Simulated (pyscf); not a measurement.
Concerted two-bond exchange: `[SiH3][NH][NH][SiH3]` → `[NH2][SiH2][NH][SiH3]`

Gas phase, singlet surface, charge 0. Bonds broken: Si1–H6, N2–N3. Bonds formed: Si1–N3, N2–H6. Single points on ωB97X-D3(BJ)/def2-SVP structures (PySCF, gas phase).

Transition state (Å):

```xyz
12

Si     0.5514     0.2480    -0.3877
N      0.2689     1.6257     0.5948
N     -0.7174    -0.2043     0.9350
Si    -2.4629    -0.2344     0.7381
H      1.6818    -0.6589    -0.0667
H      1.4032     1.5637    -0.9655
H     -0.2094    -0.1043    -1.6213
H     -0.4919     2.1916     0.1834
H     -0.3405    -0.5471     1.8197
H     -2.9932    -1.6089     0.4987
H     -2.7568     0.6186    -0.4488
H     -3.1373     0.3293     1.9428
```

One imaginary mode, 1039i cm⁻¹; descent along it reached the two sides named.

```csv
bond,change,reactant side (Å),saddle,product side
Si1–H6,breaks,1.492,1.670,2.406
N2–N3,breaks,1.400,2.106,2.8
Si1–N3,forms,2.7,1.888,1.738
N2–H6,forms,2.592,1.930,1.014
```

Electronic energies relative to the reactant's lowest minimum found (kJ/mol):

```csv
level,barrier,reaction energy,reverse barrier
ωB97X-D3(BJ)/def2-TZVP,274.7,-250.1,524.8
PBE/def2-TZVP,207.4,-237.5,444.9
r²SCAN/def2-TZVP,218.5,-254.5,473.1
B3LYP-D3(BJ)/def2-TZVP,239.7,-245.0,484.6
PBE0-D3(BJ)/def2-TZVP,252.6,-245.2,497.8
M06-2X/def2-TZVP,276.9,-255.5,532.4
ωB97M-D3(BJ)/def2-TZVP,263.1,-252.5,515.7
HF/def2-TZVP,334.1,-257.4,591.5
```

With ωB97M-D3(BJ)/def2-TZVP energies and thermal terms (ideal gas, 1 atm, RRHO with modes under 100 cm⁻¹ raised to 100, one conformer, R ln 2 for rigid chiral ones), in kJ/mol:

```json
[
 {"T (K)": "298", "ΔH‡": "248.6", "ΔG‡": "252.0", "ΔH": "-246.7", "ΔG": "-248.0"},
 {"T (K)": "600", "ΔH‡": "248.2", "ΔG‡": "255.6", "ΔH": "-246.0", "ΔG": "-249.5"},
 {"T (K)": "900", "ΔH‡": "247.7", "ΔG‡": "259.4", "ΔH": "-245.9", "ΔG": "-251.3"},
 {"T (K)": "1200", "ΔH‡": "246.7", "ΔG‡": "263.5", "ΔH": "-246.3", "ΔG": "-253.1"}
]
```

From the product side, H₂N–SiH₂–NH–SiH₂• + H• lies, by one bond made or cut, 112.9 kJ/mol under this saddle at ωB97M-D3(BJ). This is the saddle that the search found; another between the same sides may lie lower. A restricted solution here is unstable towards spin polarisation, so biradical character is likely and single-reference numbers are less safe.
